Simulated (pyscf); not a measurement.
Elementary routes open to F–N•–F (SMILES F[N]F) + SiH₄ (SMILES [SiH4]) in the gas phase (doublet surface):
A. F–N(F)–SiH₃ (SMILES FN(F)[SiH3]) + H• (SMILES [H]) (H–Si broken; N–Si formed)
B. F–NH–F (SMILES FNF) + SiH₃• (SMILES [SiH3]) (H–Si broken; H–N formed)

Optimised with ωB97X-D3(BJ)/def2-SVP in PySCF.

Rank the routes by free-energy barrier at 600 K, lowest first, for ωB97M-D3(BJ)/def2-TZVP energies (ideal gas, 1 atm, RRHO with modes under 100 cm⁻¹ raised to 100, one conformer, R ln 2 for rigid chiral ones).

B (1.69 eV), A (2.39 eV)

Route B is the fastest of these, ahead of the next by 0.69 eV. The most stable products are those of B (ΔG = +0.76 eV), so kinetics and thermodynamics agree. At 1200 K B is still the fastest. Only these routes are compared; each barrier is that of the saddle found, and lower ones may exist.
